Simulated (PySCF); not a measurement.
**Assignment exercise: C₃H₇F**

Atom-mapped SMILES (the numbers label the heavy atoms): `[CH3:1][CH:2]([CH3:3])[F:4]`. Hydrogens are named by the atom that carries them.

Theory: σ from GIAO-PBE0/pcSseg-1, PBE0-D3(BJ)/def2-SVP geometry, spin–spin couplings from B3LYP/pcJ-1 (spin–dipole term only in couplings to heteroatoms), in PySCF (gas phase, one computed conformer, relativity neglected, equivalent nuclei averaged).

Referencing at the same level of theory: TMS for $^{13}$C (184.41 ppm) and $^{1}$H (31.27 ppm).

Q: Assign these signals to the numbered atoms. $^{13}$C{$^{1}$H} NMR (computed): δ 86.2 (d, J = 224.9 Hz), 24.3 (d, J = 22.6 Hz).

A: 
| δ (ppm) | atoms | environment | reason |
| --- | --- | --- | --- |
| 86.2 | C2 | sp3 CH bonded to F | pulled downfield by the heteroatom |
| 24.3 | C1/C3 | methyl carbon | a saturated carbon with 1 carbon neighbour and no heteroatom attached |

Q: Assign these signals to the numbered atoms. $^{1}$H NMR (400 MHz, computed): δ 4.58 (d of sept, J = 55.2, 6.8 Hz, 1H), 1.24 (dd, J = 22.2, 6.8 Hz, 6H).

A: 
4.58 → H(C2), hydrogen on an sp3 CH bonded to F: its carbon carries F, which withdraws density
1.24 → H(C1)/H(C3), hydrogen on a methyl carbon

Common functionals overestimate the size of one-bond C–F couplings by tens of Hz; these are unscaled. Splittings below 1 Hz are ignored in the labels, and close J values are merged. Unscaled 3J(H,H) at this level run about 9 % above measured values. Shifts are as computed. Against solution values, carbons near 30 ppm lie about +2 ppm off and those near 130 ppm about +4 ppm. Of 246 compounds with measured shifts, 49 miss one by over three times the rms of a fit or turn the order of signals round; such compounds aren't used in these exercises.
